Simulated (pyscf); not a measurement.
Optimised with ωB97X-D3(BJ)/def2-SVP in PySCF.

Task: Estimate by transition-state theory (the high-pressure limit) the rate constant of H₃C–CH•–CH₂–CH₂–CH₃ → propene (H₂C=CH–CH₃) + ethyl (•H₂C–CH₃) (doublet surface; C–C broken, none formed) at 900 K, with ωB97M-D3(BJ)/def2-TZVP energies (ideal gas, 1 atm, RRHO with modes under 100 cm⁻¹ raised to 100, one conformer, R ln 2 for rigid chiral ones; no tunnelling).

Result: The electronic barrier is 30.9 kcal/mol and the thermal terms add -4.3, so ΔG‡ = 26.7 kcal/mol. With k_BT/h = 1.88e+13 s⁻¹ and RT = 1.788 kcal/mol, k = 6.3e+06 s⁻¹, a half-life of 1.1e-07 s through this channel alone. Wigner's tunnelling factor for 461i cm⁻¹ would be 1.02. A shift of 1 kcal/mol in the barrier changes k by a factor 1.7. One saddle was located; it need not be the lowest between these sides.
